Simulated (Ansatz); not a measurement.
The reference is Ir in the fcc (Cu type) structure (space group Fm-3m, No. 225; a = 3.871 Å).

Calculations: Ansatz (a quantum-chemistry and plane-wave program) PBE, scalar-relativistic without spin-orbit coupling.

The change: every Ir is replaced by Au, then cell and atoms are relaxed.

Measured lattice parameter a: Ir 3.831 Å (static lattice; corrected from measurement; as listed in Daniel Mejia-Rodriguez, S. B. Trickey, Phys. Rev. B (2018)); Au 4.062 Å (static lattice; corrected from measurement; as listed in Daniel Mejia-Rodriguez, S. B. Trickey, Phys. Rev. B (2018)).

How well does PBE reproduce the measured shift?

With PBE the lattice parameter a moves by +0.286 Å (3.871 → 4.157) against +0.231 Å measured.

Whether these cells are dynamically stable was not tested. All final runs are without spin polarisation.
